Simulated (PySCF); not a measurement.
## Gas-phase thermal properties of H2O2

Method: PySCF energies (xtb for GFN2) plus ideal-gas RRHO corrections (1 bar). 'Table' is the NASA 1993 thermochemical table (part measured, part estimated). S°(298 K) at PBE0/def2-TZVP differs from the NASA 1993 table for H2O2 (-8 J/mol/K); whether the harmonic model or the table's entry is off was not settled. 6-31G* has spherical d functions here. All species are closed-shell singlets. B3LYP is the form with VWN-RPA correlation. No R ln 2 is added for the mirror-image form of H2O2. The harmonic model lacks anharmonicity and excited electronic states, which grow with temperature; levels with a mode under 35 cm⁻¹ are left out. Internal rotation in H2O2 is treated as a harmonic vibration of one conformer, which makes the entropy rough. Warning, point group unlike the PBE0 one: H2O2 (GFN2-xTB).

```tsv
level	point group	σ	ZPE (kJ/mol)	S°298 (J/mol/K)	Cp298 (J/mol/K)	S°1000 (J/mol/K)	H1000 − H298 (kJ/mol)
table	-	-	-	234.5	42.4	297.3	37.9
B3LYP/6-31G*	C2	2	68.9	227.8	42.4	290.9	38.1
GFN2-xTB	C2h	2	65.5	229.7	43.3	293.9	38.7
HF/6-31G*	C2	2	76.8	225.8	40.9	286.4	36.5
PBE/def2-SVP	C2	2	66.9	228.6	43.2	292.8	38.6
PBE0/def2-TZVP	C2	2	70.7	226.7	41.9	289.4	37.8
```
σ: rotational symmetry number. Electronic degeneracy used: 1. Frequencies are unscaled.
